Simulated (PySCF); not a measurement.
## Electric field gradients and quadrupole coupling constants

Species: H2S3.
Cartesian coordinates in Å at the PBE0-D3(BJ)/def2-SVP level; atoms count from 1:
```xyz
5
H2S3 angstrom
S      0.6165    0.1681    1.5517
S      0.1861    0.9989   -0.2975
S     -0.6758   -0.4878   -1.4559
H      1.8310   -0.3516    1.2470
H     -1.9578   -0.3275   -1.0453
```

Field gradients from the PBE0/pcSseg-1 density (PySCF, non-relativistic), principal values in atomic units, ordered |Vxx| ≤ |Vyy| ≤ |Vzz|:

```json
{"atom": "S1", "Vxx": "0.4540", "Vyy": "2.4831", "Vzz": "-2.9371"}
{"atom": "S2", "Vxx": "0.9928", "Vyy": "2.7299", "Vzz": "-3.7227"}
{"atom": "S3", "Vxx": "0.4540", "Vyy": "2.4829", "Vzz": "-2.9368"}
```

Q: Find the asymmetry η = (Vxx − Vyy)/Vzz and the couplings χ = eQV/h (234.96 MHz × Q in barn × V in au), with Q(33S) = −0.0678 b.

A: 
```csv
atom,environment,nucleus,η,χzz (MHz),χxx (MHz),χyy (MHz)
S1,sulfur bonded to S and H,33S,0.69,46.79,-7.23,-39.56
S2,sulfur bonded to 2 S,33S,0.47,59.30,-15.82,-43.49
S3,sulfur bonded to S and H,33S,0.69,46.79,-7.23,-39.55
```

The tensor is traceless: Vxx + Vyy + Vzz = 0.

Q: What is Vzz at S3 in SI units (1 au = 9.71736 × 10²¹ V/m²)?

A: -2.9368 au = -28.538 × 10²¹ V/m².

Q: What couplings would deuterons (Q(2H) = 0.00286 b) have in place of the hydrogens, at this geometry?

A: 
| atom | bonded to | bond length (Å) | Vzz (au) | η | χzz (kHz) |
| --- | --- | --- | --- | --- | --- |
| H4 | S1 | 1.356 | 0.2117 | 0.19 | 142 |
| H5 | S3 | 1.356 | 0.2117 | 0.19 | 142 |

Geometry: PBE0-D3(BJ)/def2-SVP, one conformer, isolated molecule. With so small a basis the couplings can be 20 % off.
